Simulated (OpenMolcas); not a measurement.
# The standard entropy of CH4Si (SMILES C[SiH]) from a frequency calculation

A singlet with charge 0, relaxed at HF/cc-pVTZ (OpenMolcas 26.06):

```xyz
6

C    -0.1030   -0.3652   -0.3799
Si    0.9091    0.2216    1.1238
H    -1.1577   -0.4247   -0.1174
H     0.2166   -1.3284   -0.7565
H    -0.0282    0.3661   -1.1829
H     0.1634    1.5308    1.3130
```

Harmonic wavenumbers in cm⁻¹: 167, 623, 662, 704, 1016, 1377, 1549, 1569, 2110, 3121, 3174, 3226.

Masses in u: C 12.011, Si 28.085, H 1.008. Take T = 298.15 K, p = 1 bar, R = 8.3145 J/(mol K), kT/hc = 207.22 cm⁻¹, rigid rotor and harmonic oscillator.

Compute the standard molar entropy.


1. Translation (Sackur–Tetrode): S = R[3/2 ln M + 5/2 ln T − 1.1517] with M = 44.128 gives 156.1 J/(mol K).
2. Rotation: principal moments 5.315, 41.162, 43.416 u Å² give A, B, C = 3.1719, 0.4095, 0.3883 cm⁻¹; the symmetry number is σ = 1; q = (√π/σ)√((kT/hc)³/ABC) = 7445; S = R(ln q + 3/2) = 86.6.
3. Vibration: with u = ν̃/207.22, each mode gives R[u/(eᵘ − 1) − ln(1 − e⁻ᵘ)]; the sum is 15.3, most from 167 cm⁻¹ (10.3), 623 cm⁻¹ (1.7), 662 cm⁻¹ (1.5).
4. Spin: R ln 1 = 0.0.
5. Sum: 156.1 + 86.6 + 15.3 + 0.0 = 258.0 J/(mol K).

No measured value is set beside it here. Where a soft mode is a torsion, a harmonic oscillator describes it poorly. Unscaled Hartree–Fock wavenumbers run high.
